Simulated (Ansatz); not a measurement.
```xyz
5

H     1.6866   -0.9100    0.0006
C     1.1473    0.0242   -0.0318
S    -0.5850   -0.0891    0.0091
H    -0.8606    1.2272   -0.0918
H     1.6504    0.9636    0.1358
```

Basis set: pcseg-2 (spherical functions). Charge 0, multiplicity 2.

Computed with Ansatz (development build ahead of 0.2.0); each method stands on the lowest determinant of its kind that the runs found.

The atomization energy at this shape (free ground-state atoms in the same class of orbitals less the molecule, no zero-point energy) of doublet CH₃S:

```
            method  atomization energy
PBE (unrestricted)            16.47 eV
```

(1) What does PBE0 (unrestricted) give?

Results:

(1) 16.22 eV.

The shape needn't be a minimum at these levels.
